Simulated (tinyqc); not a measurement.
Inside a calculation. Method: MP2 on RHF in the sto-6g basis, for H2O, spin multiplicity 1. One step of it, computed by the program tinyqc.

Problem. Iteration 1: diagonalisation and new density. Diagonalise F' = X^T F X, C = X C', fill 5 alpha and 5 beta electrons from the bottom; D = 2 C_occ C_occ^T. Each column has its largest component positive (the first on a tie).

Fock matrix F (hartree), order 1O 1s, 1O 2s, 1O 2px, 1O 2py, 1O 2pz, 2H 1s, 3H 1s:
$$\begin{pmatrix}
-20.692125 & -5.026803 & 0.000000 & 0.000000 & -0.016520 & -1.311500 & -1.311500 \\
-5.026803 & -2.602693 & 0.000000 & 0.000000 & -0.156044 & -1.209343 & -1.209343 \\
0.000000 & 0.000000 & -0.311447 & 0.000000 & 0.000000 & 0.000000 & 0.000000 \\
0.000000 & 0.000000 & 0.000000 & -0.486755 & 0.000000 & -0.390690 & 0.390690 \\
-0.016520 & -0.156044 & 0.000000 & 0.000000 & -0.399974 & -0.333924 & -0.333924 \\
-1.311500 & -1.209343 & 0.000000 & -0.390690 & -0.333924 & -0.676643 & -0.521910 \\
-1.311500 & -1.209343 & 0.000000 & 0.390690 & -0.333924 & -0.521910 & -0.676643
\end{pmatrix}$$

X, order 1O 1s, 1O 2s, 1O 2px, 1O 2py, 1O 2pz, 2H 1s, 3H 1s:
$$\begin{pmatrix}
1.022959 & -0.140368 & 0.000000 & 0.000000 & -0.009542 & 0.020646 & 0.020646 \\
-0.140368 & 1.275620 & 0.000000 & 0.000000 & 0.117573 & -0.319240 & -0.319240 \\
0.000000 & 0.000000 & 1.000000 & 0.000000 & 0.000000 & 0.000000 & 0.000000 \\
0.000000 & 0.000000 & 0.000000 & 1.131013 & 0.000000 & -0.251553 & 0.251553 \\
-0.009542 & 0.117573 & 0.000000 & 0.000000 & 1.054263 & -0.147775 & -0.147775 \\
0.020646 & -0.319240 & 0.000000 & -0.251553 & -0.147775 & 1.233263 & -0.091092 \\
0.020646 & -0.319240 & 0.000000 & 0.251553 & -0.147775 & -0.091092 & 1.233263
\end{pmatrix}$$

Give: F' = X^T F X; orbital energies; coefficients C; D after iteration 1.

Solution.

F' = X^T F X (hartree):
$$\begin{pmatrix}
-20.359 & -2.514 & 0.000 & 0.000 & -0.024 & -0.245 & -0.245 \\
-2.514 & -1.354 & 0.000 & 0.000 & 0.075 & -0.616 & -0.616 \\
0.000 & 0.000 & -0.311 & 0.000 & 0.000 & 0.000 & 0.000 \\
0.000 & 0.000 & 0.000 & -0.198 & 0.000 & -0.445 & 0.445 \\
-0.024 & 0.075 & 0.000 & 0.000 & -0.277 & -0.277 & -0.277 \\
-0.245 & -0.616 & 0.000 & -0.445 & -0.277 & 0.014 & -0.174 \\
-0.245 & -0.616 & 0.000 & 0.445 & -0.277 & -0.174 & 0.014
\end{pmatrix}$$

orbital energies (hartree): MO1 -20.696, MO2 -1.533, MO3 -0.663, MO4 -0.441, MO5 -0.311, MO6 0.520, MO7 0.653

coefficients C, order 1O 1s, 1O 2s, 1O 2px, 1O 2py, 1O 2pz, 2H 1s, 3H 1s:
$$\begin{pmatrix}
0.996 & -0.226 & 0.000 & 0.079 & 0.000 & -0.130 & 0.000 \\
0.017 & 0.852 & 0.000 & -0.443 & 0.000 & 0.971 & 0.000 \\
0.000 & 0.000 & 0.000 & 0.000 & 1.000 & 0.000 & 0.000 \\
0.000 & 0.000 & 0.698 & 0.000 & 0.000 & 0.000 & 0.959 \\
0.002 & 0.108 & 0.000 & 0.842 & 0.000 & 0.670 & 0.000 \\
-0.003 & 0.143 & 0.355 & 0.221 & 0.000 & -0.841 & -0.903 \\
-0.003 & 0.143 & -0.355 & 0.221 & 0.000 & -0.841 & 0.903
\end{pmatrix}$$

D after iteration 1, order 1O 1s, 1O 2s, 1O 2px, 1O 2py, 1O 2pz, 2H 1s, 3H 1s:
$$\begin{pmatrix}
2.101 & -0.422 & 0.000 & 0.000 & 0.089 & -0.036 & -0.036 \\
-0.422 & 1.845 & 0.000 & 0.000 & -0.562 & 0.048 & 0.048 \\
0.000 & 0.000 & 2.000 & 0.000 & 0.000 & 0.000 & 0.000 \\
0.000 & 0.000 & 0.000 & 0.974 & 0.000 & 0.495 & -0.495 \\
0.089 & -0.562 & 0.000 & 0.000 & 1.440 & 0.402 & 0.402 \\
-0.036 & 0.048 & 0.000 & 0.495 & 0.402 & 0.390 & -0.113 \\
-0.036 & 0.048 & 0.000 & -0.495 & 0.402 & -0.113 & 0.390
\end{pmatrix}$$
